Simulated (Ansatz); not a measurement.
Born–Oppenheimer molecular dynamics of BCl2H (4 atoms, charge 0, multiplicity 1). It starts at the highest image of a converged band, a first-order saddle point between two minima.

These are results of RKS B3LYP-D4/def2-SVP (Ansatz), not measurements.

```
ensemble                      : NVE (velocity Verlet)
time step                     : 0.5 fs
steps asked                   : 200
starting velocities drawn for : 300 K
seed                          : 8686
```

First frame:

```xyz
4
Properties=species:S:1:pos:R:3
B 0.110 0.000 -0.690
Cl 1.226 0.000 1.729
H 1.198 0.000 0.184
Cl -1.577 0.000 -0.672
```

Task: How far do the bonds stretch over the last three quarters of this one trajectory? (Pairs bonded in most of those frames.)

Result: 
```json
{"bond": "B1–Cl2", "mean (Å)": "1.957", "spread (Å)": "0.286", "shortest": "1.52", "longest": "2.54"}
{"bond": "B1–H3", "mean (Å)": "1.286", "spread (Å)": "0.104", "shortest": "1.08", "longest": "1.47"}
{"bond": "B1–Cl4", "mean (Å)": "1.799", "spread (Å)": "0.145", "shortest": "1.58", "longest": "2.08"}
```

Mean temperature of the second half: 7015 K. The conserved energy stayed within 1.6 meV per atom of its start (net change 0.85 meV per atom), so the integration is sound. The kinetic energy rose, since the run started high on the potential surface and went downhill. A run of 0.1 ps of so small a system gives no equilibrium averages. The orbitals stay closed-shell, which can raise the energy where a bond breaks towards radicals; this wasn't checked here.

Time of the run: 3.3 min on 1 thread of AMD EPYC 7B13 (Zen 3), with other jobs on the host, peak memory 0.11 GiB.
